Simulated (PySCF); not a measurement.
tetrafluoromethane (CF4), SMILES FC(F)(F)F. Atoms are numbered in the order given.

```xyz
5

F      0.7639    -0.7639     0.7639
C      0.0000     0.0000     0.0000
F     -0.7639    -0.7639    -0.7639
F     -0.7639     0.7639     0.7639
F      0.7639     0.7639    -0.7639
```
Charge 0, spin multiplicity 1.

Geometry optimised at B3LYP-D3(BJ)/def2-SVP.

Calculation: PySCF with PBE/def2-TZVPD.

Symmetry labels are those of the subgroup D2 that the program uses (full group Td).

Computed valence orbital energies around the gap with their symmetry:
```csv
orbital,symmetry,energy (eV)
HOMO−7,A,-12.24
HOMO−6,A,-12.24
HOMO−5,B1,-11.68
HOMO−4,B2,-11.68
HOMO−3,B3,-11.68
HOMO−2,B1,-10.41
HOMO−1,B2,-10.41
HOMO,B3,-10.41
LUMO,A,-0.16
LUMO+1,B1,1.14
LUMO+2,B2,1.14
LUMO+3,B3,1.14
```
